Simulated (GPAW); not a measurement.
# UOLYP/plane waves (scalar-relativistic datasets, plane-wave cutoff 340 eV, stop tolerance 0.05 eV) run of C4H5 (SMILES [CH]=C1CC1)

Aim: a convergence series of C4H5. Input form: an ASE script.

Program for the calculation: GPAW 26.7.0.

5 further runs of the same task are left out: 1 that didn't finish, 4 set aside as unsound or not needed.

## Step 1: Starting point

The species is C4H5 (9 atoms), meant as a doublet with charge 0. SMILES: `[CH]=C1CC1`. The coordinates come from a GFN2-xTB relaxation.

Bond lengths: C1–C2 1.262 Å, C2–C3 1.483 Å, C2–C4 1.514 Å, C3–C4 1.499 Å, C1–H5 1.059 Å, C3–H6 1.081 Å, C3–H7 1.081 Å, C4–H8 1.080 Å, C4–H9 1.080 Å. Some angles: C1–C2–C3 148.4°, C1–C2–C4 151.6°, C3–C2–C4 60.0°, C2–C3–C4 61.0°, C2–C4–C3 59.0°, C2–C1–H5 144.3°, C2–C3–H6 117.5°, C2–C3–H7 117.4°, C4–C3–H6 118.5°, C4–C3–H7 118.5°.

## Step 2: A convergence series at UOLYP/plane waves (scalar-relativistic datasets, plane-wave cutoff 340 eV, stop tolerance 0.05 eV)

File molecule.py:

```python
import numpy as np
from ase import Atoms
from ase.units import Bohr, Debye
from gpaw import GPAW, PW, setup_paths
from gpaw.atom.configurations import parameters
from gpaw.atom.generator import Generator

positions_bohr = np.array(
              [[ -1.648427,   2.149053,  -2.270846],
               [ -0.487096,   0.730096,  -0.747217],
               [  1.902935,   0.089290,   0.567712],
               [ -0.398524,  -1.489917,   1.055299],
               [ -3.417230,   2.496687,  -3.141405],
               [  3.411957,  -0.707117,  -0.555598],
               [  2.539131,   1.361756,   2.034196],
               [ -0.514365,  -3.352847,   0.230414],
               [ -1.388363,  -1.277001,   2.827465]])
atoms = Atoms(['C', 'C', 'C', 'C', 'H', 'H', 'H', 'H', 'H'], positions=positions_bohr * Bohr)
atoms.set_initial_magnetic_moments([1.0, 0.0, 0.0, 0.0, 0.0, 0.0, 0.0, 0.0, 0.0])

for symbol in ['C', 'H']:
    Generator(symbol, xcname='GGA_X_OPTX+GGA_C_LYP', scalarrel=True, nofiles=True, txt=None).run(**parameters[symbol])
setup_paths.insert(0, '.')

energies, dipoles, levels = [], [], []
for vacuum in [2.0, 2.5, 3.0, 3.5, 4.0, 5.0]:
    atoms.center(vacuum=vacuum)
    gpaw_calc = GPAW(mode=PW(340),
                     xc='GGA_X_OPTX+GGA_C_LYP',
                     occupations={'name': 'fermi-dirac', 'width': 0.01, 'fixmagmom': True},
                     maxiter=150,
                     symmetry='off',
                     txt=None)
    atoms.calc = gpaw_calc
    energies.append(atoms.get_potential_energy())
    dipoles.append(np.linalg.norm(atoms.get_dipole_moment()) / Debye)
    levels.append(gpaw_calc.get_homo_lumo())
    print(f'vacuum = {vacuum}: E = {energies[-1]:.4f} eV, dipole = {dipoles[-1]:.3f} D, HOMO = {levels[-1][0]:.3f} eV, {gpaw_calc.get_number_of_iterations()} iterations')
    settled = len(levels) > 1 and abs(levels[-1][0] - levels[-2][0]) < 0.05
    if settled:
        print(f'HOMO settled to 0.05 eV at vacuum = {vacuum}')
        break
else:
    print('Not settled within the values tried')
```

Launch:

```sh
$ OMP_NUM_THREADS=1 python molecule.py
```

What it wrote:

```text
vacuum = 2.0: E = -47.2275 eV, dipole = 1.239 D, HOMO = -3.264 eV, 12 iterations
vacuum = 2.5: E = -47.1874 eV, dipole = 1.308 D, HOMO = -3.620 eV, 12 iterations
vacuum = 3.0: E = -47.1657 eV, dipole = 1.310 D, HOMO = -3.837 eV, 12 iterations
vacuum = 3.5: E = -47.1850 eV, dipole = 1.298 D, HOMO = -3.976 eV, 12 iterations
vacuum = 4.0: E = -47.1834 eV, dipole = 1.285 D, HOMO = -4.071 eV, 12 iterations
vacuum = 5.0: E = -47.1809 eV, dipole = 1.267 D, HOMO = -4.185 eV, 12 iterations
Not settled within the values tried
```

Run time: 89 s. Hardware: 1 thread of Arm Neoverse V1, shared host; peak memory 0.67 GiB.
